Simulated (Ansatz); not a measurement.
Relaxed structures of CH3ClSi, singlet (PBE0-D4/def2-TZVP; forces vanish, vibrations not checked; lower isomers may exist, and structures with a doubtful reference or unclear bonds are left out; Å). Ansatz 0.2.0; basis: def2-TZVPP; cores frozen in the correlated methods.

(1) Rank them by CCSD(T) energy, lowest first, and give each one's height above the lowest. Links in brackets join atoms within 1.22 times the sum of their covalent radii (1.1 for two metals). (An estimate is asked for; the value comes from the calculation.)
A.
CH₃ClSi ([CH2][SiH][Cl])
```
6
angstrom
Si -0.0771 0.0818 -1.2639
C -0.1537 -0.0162 0.4202
Cl -0.1510 -1.5297 -2.4964
H -0.2478 -0.9459 0.9660
H 0.0508 1.3244 -2.0434
H -0.1075 0.8938 1.0080
```
B.
CH₃ClSi ([CH2]1[SiH][Cl]1)
```
6
angstrom
Si -0.8326 0.0006 -0.0480
C 0.8091 -0.3969 0.8673
Cl -0.3966 -1.1483 2.0121
H -0.8276 -1.3436 -0.7677
H 1.4879 -1.1802 0.5435
H 1.3123 0.3915 1.4205
```
C.
CH₃ClSi ([SiH2][CH][Cl])
```
6
angstrom
Si -0.5291 0.1342 -0.6733
C 0.5639 0.0038 0.6373
Cl 0.7650 -1.3876 1.6265
H -1.4182 -0.9702 -1.0779
H -0.5939 1.3954 -1.4357
H 1.2122 0.8245 0.9231
```
D.
CH₃ClSi ([SiH][CH2][Cl])
```
6
angstrom
Si -0.5933 -0.0026 -0.7953
C 0.5943 0.2146 0.6705
Cl 0.8195 -1.2543 1.6605
H 0.2369 1.0127 1.3304
H -0.3787 1.4596 -1.2010
H 1.5797 0.5329 0.3132
```

T1 diagnostic: at most 0.015. The restricted Hartree–Fock reference is unstable towards an unrestricted one at one or more of these structures.

Answers

(1) Computed: A (0.000 eV), B (1.523 eV), C (1.659 eV), D (1.736 eV). Heights count from the lowest.

For scale, one of the runs: CCSD(T)/def2-TZVPP, 157 basis functions, launched by `ansatz run in.yaml --threads 2 --pin off --events-out ev --progress --plain --max-ram 4352MiB`. Time: 17 s of wall clock on 2 CPU threads of an Arm Neoverse V1; the host was shared. Peak host memory: 1 GiB.
